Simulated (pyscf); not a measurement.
Optimised with ωB97X-D3(BJ)/def2-SVP in PySCF.

### Question
PBE/def2-TZVP puts the barrier of O=P–PH₂ + H₂ -> O=PH + PH₃ (four-centre exchange; singlet surface; P–P, H–H broken, H–P, H–P formed) at 0.86 eV and the reaction energy at +0.32 eV, from the separated reactants. What do r²SCAN/def2-TZVP, B3LYP-D3(BJ)/def2-TZVP, ωB97M-D3(BJ)/def2-TZVP give on the same structures?

### Answer
r²SCAN: ΔE‡ = 0.92 eV, ΔE = +0.31 eV; B3LYP-D3(BJ): ΔE‡ = 1.15 eV, ΔE = +0.21 eV; ωB97M-D3(BJ): ΔE‡ = 1.17 eV, ΔE = +0.10 eV. PBE's barrier lies under all of them, by 0.06 to 0.30 eV. Its reaction energy matches one of them and lies within 0.22 eV of the others. At the saddle there is also a short H–P contact that neither side keeps. This is the saddle that the search found; another between the same sides may lie lower.
